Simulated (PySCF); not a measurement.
Species: 2-methyl-2-oxazoline, C4H7NO.
SMILES: `CC1=NCCO1`

The closed-shell ground state was solved at several levels (PySCF, density fitting, gas phase, non-relativistic). Isolated species at its PBE0-D3(BJ)/def2-TZVP geometry, gas phase.

```json
{"level": "PBE0/pcSseg-2", "basis functions": "314", "total energy (Eh)": "-286.3848", "HOMO (eV)": "-7.07", "LUMO (eV)": "0.63", "gap (eV)": "7.70", "dipole (D)": "1.34"}
{"level": "KT3/pcSseg-2", "basis functions": "314", "total energy (Eh)": "-291.0702", "HOMO (eV)": "-5.86", "LUMO (eV)": "-0.34", "gap (eV)": "5.52", "dipole (D)": "1.24"}
{"level": "wB97X-D/pcSseg-2", "basis functions": "314", "total energy (Eh)": "-286.6196", "HOMO (eV)": "-8.93", "LUMO (eV)": "2.33", "gap (eV)": "11.26", "dipole (D)": "1.39"}
```

Q: What might B97-2/pcSseg-2 (314 basis functions) give for the same quantities?

A: Total energy -286.6114 Eh, HOMO -6.82 eV, LUMO 0.63 eV, gap 7.45 eV, dipole 1.33 D.

Q: Over all these levels, which gives the widest orbital gap and which the narrowest?

A: wB97X-D/pcSseg-2 (range-separated hybrid) has the widest, 11.26 eV, and KT3/pcSseg-2 (GGA) the narrowest, 5.52 eV. From the narrowest to the widest the HOMO moves by -3.07 eV and the LUMO by +2.67 eV.

Q: In the pcSseg-2 basis, how does the gap go with the fixed share of exact exchange?

A: KT3 (0 %) 5.52 eV; B97-2 (21 %) 7.45 eV; PBE0 (25 %) 7.70 eV. Each rise in the share widens the gap here.

Q: How far do the dipole and the HOMO energy spread over the levels?

A: The dipole runs from 1.24 to 1.39 D (mean 1.33 D) and the HOMO from -8.93 to -5.86 eV.

wB97X-D is run here without its empirical dispersion term; that term would change no orbital, density or response property at a fixed geometry.
